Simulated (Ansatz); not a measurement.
Elements on the sites of an ideal fcc lattice, at a guessed lattice constant:

```
CELL_PARAMETERS angstrom
-4.09611 4.09611 -4.09611
4.09611 4.09611 4.09611
4.09611 -4.09611 -4.09611
ATOMIC_POSITIONS crystal
Ag 0.25000 0.00000 0.75000
Ag 0.00000 0.25000 0.75000
Ag 0.50000 0.00000 0.50000
Ag 0.75000 0.50000 0.75000
Ag 0.50000 0.75000 0.75000
Ag 0.75000 0.00000 0.25000
Ag 0.50000 0.25000 0.25000
Ag 0.75000 0.75000 0.50000
Ag 0.00000 0.00000 0.00000
Ag 0.00000 0.75000 0.25000
Ag 0.75000 0.25000 0.00000
Ag 0.50000 0.50000 0.00000
Ag 0.25000 0.75000 0.00000
Ir 0.25000 0.25000 0.50000
Ir 0.00000 0.50000 0.50000
Ir 0.25000 0.50000 0.25000
```

Cell and atoms were relaxed without symmetry on coarser meshes and computed once more. Method: DFT PBE, scalar-relativistic, plane waves, PAW (Ansatz).

Plane waves to 420 eV, a k mesh through Γ of 6×6×6 on the computed 16-atom cell and Gaussian smearing (0.10 eV); no spin polarisation.

The relaxation ran on 2×2×2 (shifted) and then 4×4×4 k points with a smearing of 0.1 eV, from sites shaken by 0.02 Å.

Q: What does the relaxation give?

A: A volume of 17.11 Å³/atom and no gap on the mesh. It lies 0.22 eV/atom above the elements' standard states (static lattices, no corrections for gases). The atoms leave their sites by 0.08 Å (root mean square) and 0.16 Å at most, and the cell stretches by up to 0.7 % at fixed volume.

```yaml
crystal:
  lattice:
    - [-4.06132, 4.09041, -4.09005]
    - [4.08993, 4.09041, 4.06144]
    - [4.08989, -4.06181, -4.09000]
  atoms:
    - { symbol: Ag, position: [0.24386, 0.99497, 0.74197] }
    - { symbol: Ag, position: [0.00364, 0.25385, 0.75471] }
    - { symbol: Ag, position: [0.49141, 0.99496, 0.49442] }
    - { symbol: Ag, position: [0.74476, 0.49407, 0.74197] }
    - { symbol: Ag, position: [0.50494, 0.75515, 0.75551] }
    - { symbol: Ag, position: [0.75115, 0.00135, 0.25498] }
    - { symbol: Ag, position: [0.50416, 0.25385, 0.25420] }
    - { symbol: Ag, position: [0.74476, 0.74162, 0.49443] }
    - { symbol: Ag, position: [0.00442, 0.00135, 0.00170] }
    - { symbol: Ag, position: [0.00364, 0.75436, 0.25420] }
    - { symbol: Ag, position: [0.75115, 0.25462, 0.00170] }
    - { symbol: Ag, position: [0.49141, 0.49407, 0.99533] }
    - { symbol: Ag, position: [0.24386, 0.74161, 0.99532] }
    - { symbol: Ir, position: [0.24361, 0.26835, 0.49417] }
    - { symbol: Ir, position: [0.01815, 0.49382, 0.49417] }
    - { symbol: Ir, position: [0.24362, 0.49382, 0.26871] }
```

Spin-orbit coupling is left out, which matters for the bands of heavy elements.

Cost: 2 runs of about 18 core-minutes in all (earlier runs that led there not counted), on Arm Neoverse V2 (shared hosts).